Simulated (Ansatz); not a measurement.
# AlBH (quartet): wave-function methods side by side at scale of all distances = 1.000, 6-31G

Aim: climb from Hartree-Fock through coupled cluster and multireference methods for AlBH (quartet) at one geometry and basis, and see what each rung misses.

Computed with Ansatz 0.2.0, Gaussian basis. Level: 6-31G, core rule «outside noble gas», up to 6 orbitals frozen.

The runs, in order: UHF; CCSD(T) on ROHF; CCSD(T) on UHF; BCCD(T) on ROHF; CISD as a restricted active space (open shells left free, so some higher excitations enter); CCSDT(Q) on ROHF; CCSDT(Q) on UHF; CISDTQ; CCSDTQ on ROHF; CCSDTQ on UHF; CASSCF and MRCISD+Q, 5 electrons in 5 orbitals; CASSCF and NEVPT2, 5 electrons in 5 orbitals; CASSCF and MRCISD+Q, 7 electrons in 9 orbitals; CASSCF and NEVPT2, 7 electrons in 9 orbitals; Full CI.

16 further runs of the same task are left out: 10 that didn't finish, 6 set aside as unsound or not needed. Runs told in other sessions of the task aren't counted.

### Step 1. The geometry

The geometry derives from a PBE0/def2-TZVP stationary point (not a proven minimum). All distances are scaled together.

3 atoms, charge 0, spin multiplicity 4.

Atoms are counted from 1 here; the program's logs count them from 0.

Bond lengths: B1–Al2 1.941 Å, B1–H3 1.185 Å. Angles: Al2–B1–H3 180.0°.

Coordinates:

```csv
atom,x (Å),y (Å),z (Å)
B1,0.00000,0.00000,0.25190
Al2,0.00000,0.00000,-1.68890
H3,0.00000,0.00000,1.43700
```

### Step 2. UHF

The input, in.yaml:

```yaml
crystal:
  periodic: [false, false, false]
  atoms:
    - {symbol: B, position_ang: [0.000000, 0.000000, 0.251900]}
    - {symbol: Al, position_ang: [0.000000, 0.000000, -1.688900]}
    - {symbol: H, position_ang: [0.000000, 0.000000, 1.437000]}
basis:
  gaussian: {orbitals: 6-31G}
magnetization: {spin_polarized: true, initial_magnetization: 3}
hamiltonian: {xc: hf}
output: {orbitals: {seedname: orbitals}}
```

The run is started by

```console
ansatz run in.yaml --threads 1 --pin off --events-out ev --progress --plain --max-ram 2393MiB
```

Further steps of the session: CCSD(T) on ROHF; CCSD(T) on UHF; BCCD(T) on ROHF; CISD as a restricted active space (open shells left free, so some higher excitations enter); CCSDT(Q) on ROHF; CCSDT(Q) on UHF; CISDTQ; CCSDTQ on ROHF; CCSDTQ on UHF; CASSCF and MRCISD+Q, 5 electrons in 5 orbitals; CASSCF and NEVPT2, 5 electrons in 5 orbitals; CASSCF and MRCISD+Q, 7 electrons in 9 orbitals; CASSCF and NEVPT2, 7 electrons in 9 orbitals; Full CI.

Before running them: what should the planned runs give, taken together? Wanted: FCI from the RHF energy; RMP2 from FCI; UMP2 from FCI; RCCSD from FCI; RCCSD(T) from FCI; UCCSD(T) from FCI; RCCSDT(Q) from FCI; UCCSDT(Q) from FCI; MRCISD+Q pair from FCI.

**Answer**, as computed:

| quantity | value |
| --- | --- |
| FCI from the ROHF energy | -2.4268 eV |
| RMP2 from FCI | +15.46 kcal/mol |
| UMP2 from FCI | +14.91 kcal/mol |
| RCCSD from FCI | +2.37 kcal/mol |
| RCCSD(T) from FCI | +0.74 kcal/mol |
| UCCSD(T) from FCI | +0.71 kcal/mol |
| RCCSDT(Q) from FCI | +0.05 kcal/mol |
| UCCSDT(Q) from FCI | +0.04 kcal/mol |
| MRCISD+Q pair from FCI | +0.47 kcal/mol |
| NEVPT2 valence from FCI | +4.09 kcal/mol |
| MRCISD+Q valence from FCI | +0.17 kcal/mol |
| levels within 1 kcal/mol (43 meV) | RCCSD(T), UCCSD(T), BCCD(T), RCCSDT, UCCSDT, CISDTQ, RCCSDT(Q), UCCSDT(Q), RCCSDTQ, UCCSDTQ, MRCISD+Q pair, MRCISD valence, MRCISD+Q valence |
| T1 diagnostic | 0.035 |
| effectively unpaired electrons | 3.04 |

**Reading.** RCCSD(T) misses by +0.74 kcal/mol, 1.3 % of the correlation energy. One determinant dominates. Of the multireference levels listed MRCISD+Q valence comes nearest in total energy (+0.17 kcal/mol), which doesn't show that its space is the better one. These misses are within one basis, not against nature; the frozen cores of restricted and unrestricted runs differ, which can shift their rows.

Levels on UHF freeze UHF's core orbitals, full CI those of ROHF, so the U rows can settle a little off it for that reason alone.

With open shells the CI space here admits some higher excitations, so it is larger than plain CISD.
